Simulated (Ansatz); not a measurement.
**Strength of the C–C bond: C3H7FO → C2H4FO + CH3**

Gas-phase species: C3H7FO `CCOCF`, singlet; C2H4FO `[CH2]OCF`, doublet; CH3 (methyl radical) `[CH3]`, doublet. 

Shapes, held fixed at every level: PBE0-D4/def2-TZVP. Flexible molecules stand in one conformer, not always the lowest. Programs: Ansatz 0.2.0. The zero-point and thermal change to 298 K, harmonic and unscaled (PBE0-D4/def2-TZVP), is -26.0 kJ/mol.

```tsv
level	kind	ΔH(298 K) (kJ/mol)	less CCSD(T)/CBS estimate
MP2/def2-SVP	perturbation theory	+383.5	+7.7
MP2/def2-TZVPP	perturbation theory	+385.9	+10.1
HF/def2-SVP	Hartree–Fock	+260.3	-115.5
PBE-D4/def2-TZVPP	GGA	+366.5	-9.3
r2SCAN0-D4/def2-TZVPP	global hybrid	+339.8	-36.0
wB97X-V/def2-TZVPP	range-separated hybrid	+375.4	-0.4
CCSD/def2-TZVPP	coupled cluster or CI	+357.7	-18.1
CCSD(T)/CBS estimate	coupled cluster or CI	+375.8	0.0
```

The highest level, CCSD(T)/CBS estimate, gives ΔH(298 K) = +375.8 kJ/mol; the levels span +260.3 to +385.9. The column of differences is taken from that level and isn't an error. Hartree–Fock misses the correlation of the pair that is broken and comes out low. No measured value is set beside it here. Open shells run unrestricted. The CBS estimate extrapolates MP2 from def2-TZVPP and def2-QZVPP and adds CCSD(T) − MP2 in the triple-zeta set, cores frozen.
